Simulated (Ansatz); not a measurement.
# SiHO (doublet): PBE, BLYP, r2SCAN, B97M-V, PBE0, B3LYP, wB97M-V, B2PLYP over vertical spin and charge gaps, def2-QZVPP

How well do these functionals follow the top wave-function level for SiHO (doublet) over vertical spin and charge gaps?

Program: Ansatz 0.2.0, Gaussian basis. Level of theory: def2-QZVPP, all electrons in the functionals, frozen cores in the correlation of double hybrids and RPA. These are calculated values, not measurements.

The runs, in order: PBE, BLYP, r2SCAN, B97M-V, PBE0, B3LYP, wB97M-V, B2PLYP, at charge 0, doublet; charge 0, quartet; charge 1, singlet; charge 1, triplet.

2 further runs of the same task are left out: 2 set aside as unsound or not needed.

## Step 1: What is computed

The geometry is a PBE0/def2-TZVP stationary point (not a proven minimum).

3 atoms, charge 0, spin multiplicity 2.

Atoms are counted from 1 here; the program's logs count them from 0.

Bond lengths: Si1–O2 1.523 Å, Si1–H3 1.528 Å. Angles: O2–Si1–H3 118.9°.

No dispersion term is added; B97M-V, wB97M-V hold VV10 nonlocal correlation. B3LYP takes the VWN-RPA correlation.

The geometry shown and the zero of energy belong to the point charge 0, doublet. The yardstick, UCCSD(T), and other wave-function levels (R restricted, U unrestricted, valence and pair active spaces) come from earlier runs.

## Step 2: PBE, charge 0, doublet

in.yaml

```yaml
crystal:
  periodic: [false, false, false]
  atoms:
    - {symbol: Si, position_ang: [0.000000, -0.101589, 0.514766]}
    - {symbol: O, position_ang: [0.000000, 0.107669, -0.993765]}
    - {symbol: H, position_ang: [0.000000, 1.121646, 1.430812]}
basis:
  gaussian: {orbitals: "def2-QZVPP.json"}
magnetization: {spin_polarized: true, initial_magnetization: 1}
hamiltonian: {xc: {name: PBE}}
output: {orbitals: {seedname: orbitals}}
```

Launch:

```console
$ ansatz run in.yaml --threads 2 --pin off --events-out ev --progress --plain --max-ram 24576MiB --backend cuda --devices 0, --max-vram 18GiB
```

The log of the run (excerpt; [...] marks lines left out):

```text
Functional definition: PBE
  name "PBE"
  cite "Perdew, Burke & Ernzerhof, Phys. Rev. Lett. 77, 3865 (1996) doi:10.1103/PhysRevLett.77.3865"
  parent pbe
[...]
597 factors; their error is unknown
[...]
mean field -9935.00753078 eV, -365.1047925662 hartree, gradient 4.7e-5 eV, S^2 0.754239; 0 other end points of the search recorded, 0 dependent functions left out
reference -9935.00756761 eV, -365.1047939195 hartree; 12, 11 occupied and 145, 146 virtual orbitals, 597 factors
Total energy: -9935.00756761 eV, -365.1047939195 hartree
```

It took 11 s on 1 × H100 (card shared with other runs) with 2 threads of AMD EPYC 7R13, shared host; peak host memory 0.77 GiB.

From the report: ⟨S²⟩ of the determinant 0.754 (pure doublet: 0.75).

## Step 3: PBE, charge 0, quartet

Edit in.yaml of step 2 so:

```diff
@@ -8,3 +8,3 @@
   gaussian: {orbitals: "def2-QZVPP.json"}
-magnetization: {spin_polarized: true, initial_magnetization: 1}
+magnetization: {spin_polarized: true, initial_magnetization: 3}
 hamiltonian: {xc: {name: PBE}}
```

Same command.

The log of the run (excerpt; [...] marks lines left out):

```text
Functional definition: PBE
  name "PBE"
  cite "Perdew, Burke & Ernzerhof, Phys. Rev. Lett. 77, 3865 (1996) doi:10.1103/PhysRevLett.77.3865"
  parent pbe
[...]
597 factors; their error is unknown
[...]
mean field -9930.63374648 eV, -364.9440589577 hartree, gradient 4.1e-6 eV, S^2 3.753683; 7 other end points of the search recorded, 0 dependent functions left out
reference -9930.63378787 eV, -364.9440604787 hartree; 13, 10 occupied and 144, 147 virtual orbitals, 597 factors
Total energy: -9930.63378787 eV, -364.9440604787 hartree
```

Run time: 15 s. Hardware: 1 × H100 (card shared with other runs) with 2 threads of AMD EPYC 7R13, shared host; peak host memory 0.78 GiB.

From the report: ⟨S²⟩ of the determinant 3.754 (pure quartet: 3.75).

From charge 0, doublet: +422.0 kJ/mol.

## Step 4: PBE, charge 1, singlet

Edit in.yaml of step 3 so:

```diff
@@ -8,3 +8,4 @@
   gaussian: {orbitals: "def2-QZVPP.json"}
-magnetization: {spin_polarized: true, initial_magnetization: 3}
+total_charge: 1
+magnetization: {spin_polarized: true, initial_magnetization: 0}
 hamiltonian: {xc: {name: PBE}}
```

The command is unchanged.

The log of the run (excerpt; [...] marks lines left out):

```text
Functional definition: PBE
  name "PBE"
  cite "Perdew, Burke & Ernzerhof, Phys. Rev. Lett. 77, 3865 (1996) doi:10.1103/PhysRevLett.77.3865"
  parent pbe
[...]
597 factors; their error is unknown
[...]
mean field -9925.33861805 eV, -364.7494665772 hartree, gradient 1.2e-5 eV, S^2 0.000000; 1 other end points of the search recorded, 0 dependent functions left out
reference -9925.33865094 eV, -364.7494677858 hartree; 11, 11 occupied and 146, 146 virtual orbitals, 597 factors
Total energy: -9925.33865094 eV, -364.7494677858 hartree
```

Wall time 8.5 s (1 × H100 (card shared with other runs) with 2 threads of AMD EPYC 7R13, shared host); peak host memory 0.77 GiB.

From the report: ⟨S²⟩ of the determinant 0.000 (pure singlet: 0.00).

From charge 0, doublet: +932.9 kJ/mol.

## Step 5: PBE, charge 1, triplet

Edit in.yaml of step 4 so:

```diff
@@ -9,3 +9,3 @@
 total_charge: 1
-magnetization: {spin_polarized: true, initial_magnetization: 0}
+magnetization: {spin_polarized: true, initial_magnetization: 2}
 hamiltonian: {xc: {name: PBE}}
```

Same command.

The log of the run (excerpt; [...] marks lines left out):

```text
Functional definition: PBE
  name "PBE"
  cite "Perdew, Burke & Ernzerhof, Phys. Rev. Lett. 77, 3865 (1996) doi:10.1103/PhysRevLett.77.3865"
  parent pbe
[...]
597 factors; their error is unknown
[...]
mean field -9923.33260244 eV, -364.6757468634 hartree, gradient 2.2e-5 eV, S^2 2.005079; 7 other end points of the search recorded, 0 dependent functions left out
reference -9923.33263816 eV, -364.6757481759 hartree; 12, 10 occupied and 145, 147 virtual orbitals, 597 factors
Total energy: -9923.33263816 eV, -364.6757481759 hartree
```

Wall time 14 s (1 × H100 (card shared with other runs) with 2 threads of AMD EPYC 7R13, shared host); peak host memory 0.77 GiB.

From the report: ⟨S²⟩ of the determinant 2.005 (pure triplet: 2.00).

From charge 0, doublet: +1126.5 kJ/mol.

## Step 6: BLYP, charge 0, doublet

Edit in.yaml of step 5 so:

```diff
@@ -8,5 +8,3 @@
   gaussian: {orbitals: "def2-QZVPP.json"}
-total_charge: 1
-magnetization: {spin_polarized: true, initial_magnetization: 2}
-hamiltonian: {xc: {name: PBE}}
-output: {orbitals: {seedname: orbitals}}
+magnetization: {spin_polarized: true, initial_magnetization: 1}
+hamiltonian: {xc: {name: BLYP}}
```

Launched as before.

The log of the run (excerpt; [...] marks lines left out):

```text
Functional definition: BLYP
  name "BLYP"
  cite "Becke, Phys. Rev. A 38, 3098 (1988) doi:10.1103/PhysRevA.38.3098"
  cite "Lee, Yang & Parr, Phys. Rev. B 37, 785 (1988) doi:10.1103/PhysRevB.37.785"
[...]
597 factors; their error is unknown
[...]
mean field -9941.17978709 eV, -365.3316188018 hartree, gradient 2.5e-5 eV, S^2 0.753823; 0 other end points of the search recorded, 0 dependent functions left out
reference -9941.18005674 eV, -365.3316287114 hartree; 12, 11 occupied and 145, 146 virtual orbitals, 597 factors
Total energy: -9941.18005674 eV, -365.3316287114 hartree
```

Run time: 8.5 s. Hardware: 1 × H100 (card shared with other runs) with 2 threads of AMD EPYC 7R13, shared host; peak host memory 0.75 GiB.

From the report: ⟨S²⟩ of the determinant 0.754 (pure doublet: 0.75).

## Step 7: BLYP, charge 0, quartet

Edit in.yaml of step 6 so:

```diff
@@ -8,3 +8,3 @@
   gaussian: {orbitals: "def2-QZVPP.json"}
-magnetization: {spin_polarized: true, initial_magnetization: 1}
+magnetization: {spin_polarized: true, initial_magnetization: 3}
 hamiltonian: {xc: {name: BLYP}}
```

Launched as before.

The log of the run (excerpt; [...] marks lines left out):

```text
Functional definition: BLYP
  name "BLYP"
  cite "Becke, Phys. Rev. A 38, 3098 (1988) doi:10.1103/PhysRevA.38.3098"
  cite "Lee, Yang & Parr, Phys. Rev. B 37, 785 (1988) doi:10.1103/PhysRevB.37.785"
[...]
597 factors; their error is unknown
[...]
mean field -9936.65879531 eV, -365.1654754184 hartree, gradient 4.2e-6 eV, S^2 3.754146; 7 other end points of the search recorded, 0 dependent functions left out
reference -9936.65907039 eV, -365.1654855275 hartree; 13, 10 occupied and 144, 147 virtual orbitals, 597 factors
Total energy: -9936.65907039 eV, -365.1654855275 hartree
```

Run time: 13 s. Hardware: 1 × H100 (card shared with other runs) with 2 threads of AMD EPYC 7R13, shared host; peak host memory 0.78 GiB.

From the report: ⟨S²⟩ of the determinant 3.754 (pure quartet: 3.75).

From charge 0, doublet: +436.2 kJ/mol.

## Step 8: BLYP, charge 1, singlet

Edit in.yaml of step 7 so:

```diff
@@ -8,3 +8,4 @@
   gaussian: {orbitals: "def2-QZVPP.json"}
-magnetization: {spin_polarized: true, initial_magnetization: 3}
+total_charge: 1
+magnetization: {spin_polarized: true, initial_magnetization: 0}
 hamiltonian: {xc: {name: BLYP}}
```

The command is unchanged.

The log of the run (excerpt; [...] marks lines left out):

```text
Functional definition: BLYP
  name "BLYP"
  cite "Becke, Phys. Rev. A 38, 3098 (1988) doi:10.1103/PhysRevA.38.3098"
  cite "Lee, Yang & Parr, Phys. Rev. B 37, 785 (1988) doi:10.1103/PhysRevB.37.785"
[...]
597 factors; their error is unknown
[...]
mean field -9931.61722439 eV, -364.9802011045 hartree, gradient 1.3e-5 eV, S^2 0.000000; 1 other end points of the search recorded, 0 dependent functions left out
reference -9931.61747611 eV, -364.9802103548 hartree; 11, 11 occupied and 146, 146 virtual orbitals, 597 factors
Total energy: -9931.61747611 eV, -364.9802103548 hartree
```

Wall time 8.5 s (1 × H100 (card shared with other runs) with 2 threads of AMD EPYC 7R13, shared host); peak host memory 0.77 GiB.

From the report: ⟨S²⟩ of the determinant 0.000 (pure singlet: 0.00).

From charge 0, doublet: +922.6 kJ/mol.

## Step 9: BLYP, charge 1, triplet

Edit in.yaml of step 8 so:

```diff
@@ -9,3 +9,3 @@
 total_charge: 1
-magnetization: {spin_polarized: true, initial_magnetization: 0}
+magnetization: {spin_polarized: true, initial_magnetization: 2}
 hamiltonian: {xc: {name: BLYP}}
```

The command is unchanged.

The log of the run (excerpt; [...] marks lines left out):

```text
Functional definition: BLYP
  name "BLYP"
  cite "Becke, Phys. Rev. A 38, 3098 (1988) doi:10.1103/PhysRevA.38.3098"
  cite "Lee, Yang & Parr, Phys. Rev. B 37, 785 (1988) doi:10.1103/PhysRevB.37.785"
[...]
597 factors; their error is unknown
[...]
mean field -9929.60001579 eV, -364.9060700556 hartree, gradient 4.5e-6 eV, S^2 2.005507; 7 other end points of the search recorded, 0 dependent functions left out
reference -9929.60026930 eV, -364.9060793721 hartree; 12, 10 occupied and 145, 147 virtual orbitals, 597 factors
Total energy: -9929.60026930 eV, -364.9060793721 hartree
```

It took 15 s on 1 × H100 (card shared with other runs) with 2 threads of AMD EPYC 7R13, shared host; peak host memory 0.77 GiB.

From the report: ⟨S²⟩ of the determinant 2.006 (pure triplet: 2.00).

From charge 0, doublet: +1117.3 kJ/mol.

## Step 10: r2SCAN, charge 0, doublet

Edit in.yaml of step 9 so:

```diff
@@ -8,4 +8,3 @@
   gaussian: {orbitals: "def2-QZVPP.json"}
-total_charge: 1
-magnetization: {spin_polarized: true, initial_magnetization: 2}
-hamiltonian: {xc: {name: BLYP}}
+magnetization: {spin_polarized: true, initial_magnetization: 1}
+hamiltonian: {xc: {name: r2SCAN}}
```

Same command.

The log of the run (excerpt; [...] marks lines left out):

```text
Functional definition: r2SCAN
  name "r2SCAN"
  cite "Furness, Kaplan, Ning, Perdew & Sun, J. Phys. Chem. Lett. 11, 8208 (2020) doi:10.1021/acs.jpclett.0c02405"
  cite "Furness, Kaplan, Ning, Perdew & Sun, J. Phys. Chem. Lett. 11, 9248 (2020) doi:10.1021/acs.jpclett.0c03077"
  parent r2scan
[...]
597 factors; their error is unknown
[...]
mean field -9939.33298998 eV, -365.2637502598 hartree, gradient 3.0e-5 eV, S^2 0.759492; 0 other end points of the search recorded, 0 dependent functions left out
reference -9939.33300436 eV, -365.2637507885 hartree; 12, 11 occupied and 145, 146 virtual orbitals, 597 factors
Total energy: -9939.33300436 eV, -365.2637507885 hartree
```

Run time: 9 s. Hardware: 1 × H100 (card shared with other runs) with 2 threads of AMD EPYC 7R13, shared host; peak host memory 0.78 GiB.

From the report: ⟨S²⟩ of the determinant 0.759 (pure doublet: 0.75).

## Step 11: r2SCAN, charge 0, quartet

Edit in.yaml of step 10 so:

```diff
@@ -8,3 +8,3 @@
   gaussian: {orbitals: "def2-QZVPP.json"}
-magnetization: {spin_polarized: true, initial_magnetization: 1}
+magnetization: {spin_polarized: true, initial_magnetization: 3}
 hamiltonian: {xc: {name: r2SCAN}}
```

The command is unchanged.

The log of the run (excerpt; [...] marks lines left out):

```text
Functional definition: r2SCAN
  name "r2SCAN"
  cite "Furness, Kaplan, Ning, Perdew & Sun, J. Phys. Chem. Lett. 11, 8208 (2020) doi:10.1021/acs.jpclett.0c02405"
  cite "Furness, Kaplan, Ning, Perdew & Sun, J. Phys. Chem. Lett. 11, 9248 (2020) doi:10.1021/acs.jpclett.0c03077"
  parent r2scan
[...]
597 factors; their error is unknown
[...]
mean field -9935.30907112 eV, -365.1158739694 hartree, gradient 7.4e-6 eV, S^2 3.757419; 6 other end points of the search recorded, 0 dependent functions left out
reference -9935.30908754 eV, -365.1158745728 hartree; 13, 10 occupied and 144, 147 virtual orbitals, 597 factors
Total energy: -9935.30908754 eV, -365.1158745728 hartree
```

Run time: 15 s. Hardware: 1 × H100 (card shared with other runs) with 2 threads of AMD EPYC 7R13, shared host; peak host memory 0.8 GiB.

From the report: ⟨S²⟩ of the determinant 3.757 (pure quartet: 3.75).

From charge 0, doublet: +388.2 kJ/mol.

## Step 12: r2SCAN, charge 1, singlet

Edit in.yaml of step 11 so:

```diff
@@ -8,3 +8,4 @@
   gaussian: {orbitals: "def2-QZVPP.json"}
-magnetization: {spin_polarized: true, initial_magnetization: 3}
+total_charge: 1
+magnetization: {spin_polarized: true, initial_magnetization: 0}
 hamiltonian: {xc: {name: r2SCAN}}
```

Launched as before.

The log of the run (excerpt; [...] marks lines left out):

```text
Functional definition: r2SCAN
  name "r2SCAN"
  cite "Furness, Kaplan, Ning, Perdew & Sun, J. Phys. Chem. Lett. 11, 8208 (2020) doi:10.1021/acs.jpclett.0c02405"
  cite "Furness, Kaplan, Ning, Perdew & Sun, J. Phys. Chem. Lett. 11, 9248 (2020) doi:10.1021/acs.jpclett.0c03077"
  parent r2scan
[...]
597 factors; their error is unknown
[...]
mean field -9929.44574889 eV, -364.9004008516 hartree, gradient 7.1e-6 eV, S^2 0.046867; 4 other end points of the search recorded, 0 dependent functions left out
reference -9929.44575969 eV, -364.9004012484 hartree; 11, 11 occupied and 146, 146 virtual orbitals, 597 factors
Total energy: -9929.44575969 eV, -364.9004012484 hartree
```

It took 10 s on 1 × H100 (card shared with other runs) with 2 threads of AMD EPYC 7R13, shared host; peak host memory 0.8 GiB.

From the report: ⟨S²⟩ of the determinant 0.047 (pure singlet: 0.00).

From charge 0, doublet: +954.0 kJ/mol.

## Step 13: r2SCAN, charge 1, triplet

Edit in.yaml of step 12 so:

```diff
@@ -9,3 +9,3 @@
 total_charge: 1
-magnetization: {spin_polarized: true, initial_magnetization: 0}
+magnetization: {spin_polarized: true, initial_magnetization: 2}
 hamiltonian: {xc: {name: r2SCAN}}
```

The command is unchanged.

The log of the run (excerpt; [...] marks lines left out):

```text
Functional definition: r2SCAN
  name "r2SCAN"
  cite "Furness, Kaplan, Ning, Perdew & Sun, J. Phys. Chem. Lett. 11, 8208 (2020) doi:10.1021/acs.jpclett.0c02405"
  cite "Furness, Kaplan, Ning, Perdew & Sun, J. Phys. Chem. Lett. 11, 9248 (2020) doi:10.1021/acs.jpclett.0c03077"
  parent r2scan
[...]
597 factors; their error is unknown
[...]
mean field -9927.88037044 eV, -364.8428742547 hartree, gradient 1.1e-5 eV, S^2 2.010500; 3 other end points of the search recorded, 0 dependent functions left out
reference -9927.88038275 eV, -364.8428747071 hartree; 12, 10 occupied and 145, 147 virtual orbitals, 597 factors
Total energy: -9927.88038275 eV, -364.8428747071 hartree
```

Run time: 13 s. Hardware: 1 × H100 (card shared with other runs) with 2 threads of AMD EPYC 7R13, shared host; peak host memory 0.8 GiB.

From the report: ⟨S²⟩ of the determinant 2.010 (pure triplet: 2.00).

From charge 0, doublet: +1105.0 kJ/mol.

(Part 1 of 3 ends here.)
